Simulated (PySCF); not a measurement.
# CHCl3: the cost of one run

The runs use PySCF 2.14.0, with density-fitted response routines of our own; the level of theory stands in each step. All values are computed, except where a source is named. Atoms are numbered from 0 throughout.

**1. Starting geometry**

5 atoms, charge 0, multiplicity 1; geometry from: GFN2-xTB. The atoms were then displaced at random by about 0.01 Å, so the start is not that level's minimum.

Bonds of the start (Å): Cl0–C1 1.74, C1–Cl2 1.78, C1–Cl3 1.81, C1–H4 1.08.

**2. Geometry optimisation at PBE0-D3(BJ)/def2-TZVP**

Job settings and geometry (Å):

```
{"job": {"xc": "PBE0", "basis": "def2-TZVP", "d3": "d3bj", "grid": 2, "shake": 0.01, "kind": "geom"}, "charge": 0, "multiplicity": 1}
Cl    -0.585900     1.523640    -0.486560
C     -0.012030    -0.004060     0.116780
Cl    -1.007710    -1.329790    -0.525400
Cl     1.722310    -0.217930    -0.339890
H     -0.083100    -0.005830     1.197170
```

Started as:

```bash
OMP_NUM_THREADS=2 python probes_run.py task.json out
```

The driver reads the jobs from task.json and runs them one after another.

**Question.** How long does this first job take on 2 threads of Intel Xeon at 2.50GHz, shared host, and how much memory does it need?

About 2.5 min, with a peak of 0.6 GiB.
